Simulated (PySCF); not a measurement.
# Working with the constants of NaAl⁺

UHF-CCSD(T) constants of NaAl⁺, ²Σ⁺ (doublet), unpaired electrons σ ↑ (basis Na aug-cc-pVDZ, Al aug-cc-pV(D+d)Z; no relativity; PySCF 2.14; masses 22.9898 and 26.9815 u):

| Quantity | Value |
| --- | --- |
| ωe | 133.6 cm⁻¹ |
| ωexe | 0.653 cm⁻¹ |
| Be | 0.11451 cm⁻¹ |
| αe | 0.000924 cm⁻¹ |
| De to Na⁺ + Al | 0.81 eV |

(1) What force constant and bond length do these constants imply?

(2) Estimate the centrifugal constant D from the Kratzer relation and find the Dunham coefficient a1.

Correlated steps freeze 6 core orbitals. Correlated levels converge slowly with the basis: in double zeta they bind strong bonds too weakly, by up to about 1 eV, and carry superposition errors of some tenths. For an ion De counts to the pair picked by the measured ionisation energies or electron affinities, which need not be the lowest pair at this level. The state was picked by a PBE0 search and need not be the measured ground state.

Results:

(1) Reduced mass μred = 12.413 u; k = 5.8918×10⁻⁷·μred·ωe² (u, cm⁻¹, mdyn/Å) = 0.131 mdyn/Å; Re = √(16.8576/(μred·Be)) (u, cm⁻¹, Å) = 3.444 Å.

(2) D = 4Be³/ωe² = 3.36e-07 cm⁻¹; a1 = −1 − αeωe/(6Be²) = -2.57.
